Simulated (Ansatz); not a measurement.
# AlNaH2 (singlet): the correlation ladder at scale of all distances = 1.107, cc-pVDZ

The task here is to estimate one member of a computed series from the others.

Program: Ansatz 0.2.0, Gaussian basis. Level of theory: cc-pVDZ, core rule «outside noble gas», up to 10 orbitals frozen. These are calculated values, not measurements.

To be run: UHF; CCSD(T) on RHF; BCCD(T) on RHF; CISD; CCSDT(Q) on RHF; CASSCF and MRCISD+Q, 2 electrons in 2 orbitals; CASSCF and NEVPT2, 2 electrons in 2 orbitals; Full CI.

38 further runs of the same task are left out: 24 for a known fault of the program, 12 that didn't finish, 2 set aside as unsound or not needed.

## What is computed

The geometry derives from a PBE0/def2-TZVP stationary point (not a proven minimum). All distances are scaled together.

4 atoms, charge 0, spin multiplicity 1.

Atoms are counted from 1 here; the program's logs count them from 0.

Bond lengths: Al1–H3 1.792 Å, Al1–H4 1.792 Å. Angles: H3–Al1–H4 108.1°.

The first run:

Input file in.yaml:

```yaml
crystal:
  periodic: [false, false, false]
  atoms:
    - {symbol: Al, position_ang: [0.000000, 0.000000, 1.380336]}
    - {symbol: Na, position_ang: [0.000000, 0.000000, -1.833231]}
    - {symbol: H, position_ang: [0.000000, 1.450695, 2.431673]}
    - {symbol: H, position_ang: [0.000000, -1.450695, 2.431673]}
basis:
  gaussian: {orbitals: cc-pVDZ}
magnetization: {spin_polarized: true, initial_magnetization: 0}
hamiltonian: {xc: hf}
output: {orbitals: {seedname: orbitals}}
```

Launch:

```bash
> ansatz run in.yaml --threads 1 --pin off --events-out ev --progress --plain --max-ram 2393MiB
```

Among the steps run: UHF; CCSD(T) on RHF; BCCD(T) on RHF; CISD; CCSDT(Q) on RHF; CASSCF and MRCISD+Q, 2 electrons in 2 orbitals; CASSCF and NEVPT2, 2 electrons in 2 orbitals; Full CI.

One of the session's tables, all rows but one given; the rest of the session is left out.

```
       method  from FCI (meV)
          RHF         +2905.6
         RMP2          +795.5
         CISD          +227.5
        RCCSD           +82.5
     RCCSD(T)           +22.5
      BCCD(T)           +22.0
       RCCSDT            +3.3
    RCCSDT(Q)            +0.7
  CASSCF pair         +2475.2
  NEVPT2 pair               ?
  MRCISD pair          +167.2
MRCISD+Q pair           -32.4
          FCI               0
```

**Question.** Estimate the row for NEVPT2 pair.

As computed: from FCI (meV): +769.6. In the column «from FCI (meV)» it lies between CISD (+227.5) and RMP2 (+795.5).

Limits of these values: MRCISD+Q pair falls below full CI: the +Q correction isn't variational, and the cores differ from full CI's.
